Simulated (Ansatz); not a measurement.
Ansatz (a first-principles code) input:

Ansatz 0.2 input:
```yaml
crystal:
  periodic: [false, false, false]
  atoms:
    - {symbol: C, position_ang: [0.04971801, 0.58373572, -0.00114401]}
    - {symbol: O, position_ang: [0.07409359, -0.58783396, -0.00094961]}
    - {symbol: H, position_ang: [-0.89105678, 1.20025732, 0.01446098]}
basis:
  gaussian:
    orbitals: def2-TZVP
hamiltonian:
  xc: b3lyp
  dispersion: d3bj
magnetization: {spin_polarized: true, initial_magnetization: 1}
phonons: {temperatures: {t_min: 298.15, t_max: 298.15, t_step: 100}}
```

Task: Predict the final energy.

Result: -113.90532 Eh (B3LYP-D3(BJ)/def2-TZVP). The basis has 68 functions.

It need not be the lowest isomer of its formula.
